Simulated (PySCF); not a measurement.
**Unknowns**

PySCF 2.14 calculation with GFN2-xTB structure, J couplings at B3LYP/pcJ-1 (spin–dipole term left out of most H,H and C,H couplings) and σ from GIAO-PBE0/pcSseg-1; single conformer, non-relativistic, isolated molecule, one averaged value for each set of equivalent atoms.

Scale: TMS for $^{1}$H and $^{13}$C (reference shieldings calculated alike). Multiplet labels drop J under 1 Hz and among equivalent protons, and merge close values. Unscaled 3J(H,H) run several per cent high. Splittings of carbon signals by F and P are missing where no couplings were computed. Where no couplings were computed, multiplicities follow the n + 1 count of equivalent neighbours, and m marks all less simple cases (inequivalent or close neighbours, rings, F or P nearby). Shifts are as computed. Against solution values, carbons near 30 ppm lie about +3 ppm off and those near 130 ppm about +5 ppm. Of 1211 compounds with measured shifts, 218 miss one by over three times the rms of a fit or turn the order of signals round; such compounds aren't used in these exercises.

Problem. C4H7N. $^{1}$H NMR (400 MHz, computed): δ 2.42 (sept, J = 7.5 Hz, 1H), 1.32 (d, J = 7.5 Hz, 6H). $^{13}$C{$^{1}$H} NMR (computed): δ 128.0 (C), 22.9 (CH3), 20.5 (CH). What is it?

Solution. SMILES C(C)(C)C#N. Rings plus π bonds: 2 (no ring in the answer). 3 carbon signals for 4 carbons: some carbons are equivalent by symmetry or fast rotation. Carbon types of the structure: 1 × C, 1 × CH, 2 × CH3, which accounts for all hydrogens. δC 128.0: nitrile carbon; this is the usual window of a C≡N carbon, which has no attached hydrogen. δC 22.9: methyl carbon; aliphatic region, no heteroatom directly attached. δC 20.5: sp3 CH α to a nitrile; a saturated carbon with 3 carbon neighbours and no heteroatom attached. δH 1.32: hydrogen on a methyl carbon. The protons at 1.32 and 2.42 share a coupling of 7.5 Hz (vicinal).

The shifts were computed for this structure.

Problem. C4H9FSi. $^{1}$H NMR (600 MHz, computed): δ 4.72 (m, 1H), 4.43 (m, 1H), 3.85 (t, 3H), 2.13 (m, 2H), 1.07 (m, 2H). $^{13}$C{$^{1}$H} NMR (computed): δ 181.2 (C), 93.9 (CH2), 34.6 (CH2), 11.7 (CH2). Give a structure.

Solution. SMILES C(=C)(F)CC[SiH3]. Rings plus π bonds: 1 (no ring in the answer). 4 carbon signals for 4 carbons: no two carbons are equivalent. Carbon types of the structure: 1 × C, 3 × CH2, leaving 3 H on heteroatoms. δC 181.2: fully substituted alkene carbon. δC 93.9: terminal =CH2 carbon. δC 34.6: allylic sp3 CH2; saturated and bonded to C and H only. δH 2.13: hydrogen on an allylic sp3 CH2; allylic position.

The shifts were computed for this structure.
